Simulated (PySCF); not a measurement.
CH₂O₂. Atoms are numbered in the order given.

```xyz
5

O     -0.0900    -1.1107     0.0000
C      0.3966     0.1327     0.0000
O     -0.2622     1.1287     0.0000
H     -1.0567    -1.0414     0.0000
H      1.4952     0.1014     0.0000
```

The structure is a stationary point at PBE0-D3(BJ)/def2-TZVP. Other conformers were not sampled.

All values below come from TDDFT-CAM-B3LYP/def2-SVPD (PySCF 2.14.0).

Vertical excitations. The molecule is in vacuum. State labels are in the subgroup Cs.

```
state  symmetry  energy (eV)  λ (nm)      f                                             main pairs
-----  --------  -----------  ------  -----  -----------------------------------------------------
S1           A"         5.88     211  0.001                                         HOMO→LUMO 99 %
S2           A'         8.01     155  0.027                     HOMO→LUMO+1 76 %, HOMO−1→LUMO 20 %
S3           A'         8.74     142  0.086                                       HOMO→LUMO+2 85 %
S4           A"         8.76     141  0.003                                     HOMO−1→LUMO+1 94 %
S5           A'         8.88     140  0.195   HOMO−1→LUMO 64 %, HOMO→LUMO+1 16 %, HOMO→LUMO+2 12 %
S6           A"         9.40     132  0.000                                       HOMO−2→LUMO 98 %
S7           A"         9.90     125  0.001                                     HOMO−1→LUMO+2 96 %
S8           A"         9.95     125  0.015                                       HOMO→LUMO+4 94 %
S9           A'        10.03     124  0.100                                       HOMO→LUMO+3 81 %
S10          A'        10.91     114  0.029  HOMO→LUMO+5 45 %, HOMO→LUMO+7 29 %, HOMO−2→LUMO+1 8 %
T1           A"         5.32     233      0                                         HOMO→LUMO 98 %
T2           A'         6.14     202      0                                       HOMO−1→LUMO 94 %
T3           A'         7.81     159      0                                       HOMO→LUMO+1 94 %
T4           A"         8.50     146      0                                     HOMO−1→LUMO+1 91 %
```
Triplets are in the Tamm–Dancoff approximation, which puts them higher than full response would, so one can lie above its singlet here.
